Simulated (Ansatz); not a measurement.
Species: AlCl2, charge 0, multiplicity 2. It need not be the lowest isomer of its formula. 
Structure (B3LYP-D3(BJ)/def2-TZVP (Ansatz, a first-principles code) minimum search):
```xyz
3

Al    -0.0038     0.7767     0.0269
Cl     1.8221    -0.2876    -0.0212
Cl    -1.8191    -0.3063     0.0006
```
Charge 0, spin multiplicity 2.

Property: atomisation energy (electronic, to ground-state atoms), in eV. Valence correlation only, unless marked. UHF or UKS for open shells. No spin-orbit coupling. Non-relativistic. The coupled-cluster limit lacks core correlation, which all-electron functionals hold. CBS(X,Y): correlation extrapolated as X^-3; Hartree-Fock from the larger set.

```json
[
 {"level": "HF/cc-pVTZ", "program": "Ansatz", "atomisation energy (eV)": "6.57", "minus last row": "-1.89"},
 {"level": "BLYP-D3(BJ)/def2-TZVPD", "program": "Ansatz + dftd3", "atomisation energy (eV)": "8.10", "minus last row": "-0.36"},
 {"level": "revPBE-D4/def2-TZVPD", "program": "Ansatz + dftd4", "atomisation energy (eV)": "8.29", "minus last row": "-0.17"},
 {"level": "PBE0/def2-TZVP", "program": "Ansatz", "atomisation energy (eV)": "8.35", "minus last row": "-0.11"},
 {"level": "HSE06/def2-TZVPD", "program": "Ansatz", "atomisation energy (eV)": "8.36", "minus last row": "-0.10"},
 {"level": "RI-MP2/cc-pV(T+d)Z", "program": "Ansatz", "atomisation energy (eV)": "8.55", "minus last row": "0.09"},
 {"level": "CCSD/cc-pV(Q+d)Z", "program": "Ansatz", "atomisation energy (eV)": "8.06", "minus last row": "-0.40"},
 {"level": "CCSD(T)/6-31G", "program": "Ansatz", "atomisation energy (eV)": "5.63", "minus last row": "-2.83"},
 {"level": "CCSD(T)/cc-pV(Q+d)Z", "program": "Ansatz", "atomisation energy (eV)": "8.27", "minus last row": "-0.19"},
 {"level": "CCSD(T)/CBS(cc-pV(T+d)Z,cc-pV(Q+d)Z)", "program": "Ansatz", "atomisation energy (eV)": "8.46", "minus last row": "0.00"}
]
```
